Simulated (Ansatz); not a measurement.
`[O][AlH][Cl]`, charge 0, multiplicity 2.

Task: Give a relaxed structure at PBE0-D4/def2-TZVP (the Gaussian-basis code of Ansatz). (An estimate is asked.)

Result: The calculation gave: 
```xyz
4

O    -0.475    1.492    0.712
Al    0.051    0.057   -0.098
Cl   -0.382   -1.745    0.849
H     0.805    0.196   -1.463
```
Point group Cs.
